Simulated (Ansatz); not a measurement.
Start from `C=CC(=C)CC` and change one atom or group to get `C=CC(=C)Cl`.

Ansatz, PBE0-D4/def2-TZVP geometries, multiplicity 1. Each molecule was computed in one conformer, which needn't be the lowest.

| property | `C=CC(=C)CC` |
| --- | --- |
| LUMO energy (B3LYP/def2-TZVPP) / eV | -1.00 |
| HOMO energy (PBE/def2-TZVPP) / eV | -5.71 |
| size of the dipole moment (PBE/def2-TZVPP) / D | 0.30 |
| HOMO energy (ωB97M-V/def2-TZVPP) / eV | -8.79 |
| HOMO–LUMO gap (PBE0/def2-TZVPP) / eV | 5.89 |
| HOMO–LUMO gap (B3LYP/def2-TZVPP) / eV | 5.47 |

Problem. Give the same properties after the change, and the shifts. (Estimate.)

Solution. The calculation gave: 
| property | `C=CC(=C)Cl` | shift |
| --- | --- | --- |
| LUMO energy (B3LYP/def2-TZVPP) / eV | -1.43 | -0.43 |
| HOMO energy (PBE/def2-TZVPP) / eV | -6.03 | -0.32 |
| size of the dipole moment (PBE/def2-TZVPP) / D | 1.33 | 1.03 |
| HOMO energy (ωB97M-V/def2-TZVPP) / eV | -9.14 | -0.35 |
| HOMO–LUMO gap (PBE0/def2-TZVPP) / eV | 5.82 | -0.07 |
| HOMO–LUMO gap (B3LYP/def2-TZVPP) / eV | 5.41 | -0.06 |

With PBE0 the HOMO falls by 0.37 eV and the LUMO falls by 0.44 eV, so the gap narrows by about 0.07 eV. PBE moves the HOMO by -0.32 eV and ωB97M-V by -0.35 eV. Dipoles are sizes alone; their direction can turn.

B3LYP here is the variant with VWN-RPA as its local correlation; programs differ in this.
